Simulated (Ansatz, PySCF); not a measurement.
Breaking a bond: NaCl, singlet.

- RCCSDT(Q) = Ansatz (a program for electronic structure) with CCSDT(Q) on RHF/cc-pVDZ, frozen core
- RKS-B3LYP/6-31G* = PySCF with restricted B3LYP/6-31G*, spherical d
- UKS-B3LYP/6-31G* = PySCF 2.14.0 with unrestricted B3LYP/6-31G*, spherical d

Energies are in eV, each relative to the lowest point of its own curve near equilibrium.

| R / Å | RCCSDT(Q) | RKS-B3LYP/6-31G* | UKS-B3LYP/6-31G* |
|---|---|---|---|
| 1.90 | 1.660 | 1.448 | 1.448 |
| 2.04 | [?] | 0.579 | 0.579 |
| 2.12 | [?] | 0.299 | 0.299 |
| 2.20 | 0.166 | 0.126 | 0.126 |
| 2.28 | 0.051 | 0.033 | 0.033 |
| 2.36 | 0.000 | 0.000 | 0.000 |
| 2.46 | 0.002 | 0.021 | 0.021 |
| 2.49 | 0.014 | 0.037 | 0.037 |
| 2.61 | [?] | 0.137 | 0.137 |
| 2.76 | 0.260 | 0.314 | 0.314 |
| 2.90 | [?] | 0.507 | 0.507 |
| 3.19 | 0.876 | 0.927 | 0.927 |
| 3.48 | 1.309 | 1.328 | 1.328 |
| 3.91 | 1.898 | 1.840 | 1.840 |
| 4.20 | 2.247 | 2.124 | 2.124 |
| 4.75 | 2.797 | 2.540 | 2.501 |
| 5.19 | 3.139 | 2.779 | 2.691 |
| 5.73 | [?] | 2.994 | 2.850 |
| 6.40 | [?] | 3.180 | 2.979 |
| 7.14 | 4.144 | 3.319 | 3.070 |

Q: Complete the blanks.

A: 
- 2.04, RCCSDT(Q): 0.689
- 2.12, RCCSDT(Q): 0.369
- 2.61, RCCSDT(Q): 0.098
- 2.90, RCCSDT(Q): 0.447
- 5.73, RCCSDT(Q): 3.455
- 6.40, RCCSDT(Q): 3.902

The scan ran from 1.90 to 9.47 Å; beyond the distances shown full CI changes its symmetry label. The T1 diagnostic of CCSD on the restricted reference of RCCSDT(Q) exceeds 0.045 at 5.73 to 7.14 Å. The restricted form behind RKS-B3LYP/6-31G* keeps the bonding electrons paired and can't separate into open-shell fragments. The unrestricted determinant behind UKS-B3LYP/6-31G* is spin-contaminated at 4.75 to 7.14 Å (<S²> up to 0.5, against 0.00 for a pure singlet).
